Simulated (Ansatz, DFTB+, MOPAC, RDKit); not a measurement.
System: acetylene, C₂H₂, net charge 0, singlet state. SMILES: C#C

Atoms: C1, C2, H3, H4. Bonds: C1-C2, C1-H4, C2-H3.

Bond lengths (Å) and angles (degrees) optimised at MMFF94 with RDKit; PM3 with MOPAC; PM7 with MOPAC; MNDO with MOPAC; SCC-DFTB with DFTB+; HF/STO-3G with Ansatz (an electronic-structure program), each started from the B3LYP-D3(BJ)/def2-TZVP structure (Ansatz) of the last column. A row stands for all coordinates that are equal there. No wavenumbers were computed at MMFF94, MNDO, SCC-DFTB, HF/STO-3G, so these may be saddle points.

```csv
coordinate,MMFF94,PM3,PM7,MNDO,SCC-DFTB,HF/STO-3G,B3LYP-D3(BJ)/def2-TZVP
C1-C2,1.200,1.190,1.209,1.195,1.203,1.168,1.197
C1-H4,1.066,1.064,1.029,1.051,1.074,1.065,1.063
C2-C1-H4,180.0,180.0,180.0,180.0,180.0,180.0,180.0
```

Mean signed difference of all 3 bond lengths from B3LYP-D3(BJ)/def2-TZVP: MMFF94 0.003 Å, PM3 -0.001 Å, PM7 -0.018 Å, MNDO -0.008 Å, SCC-DFTB 0.010 Å, HF/STO-3G -0.008 Å.
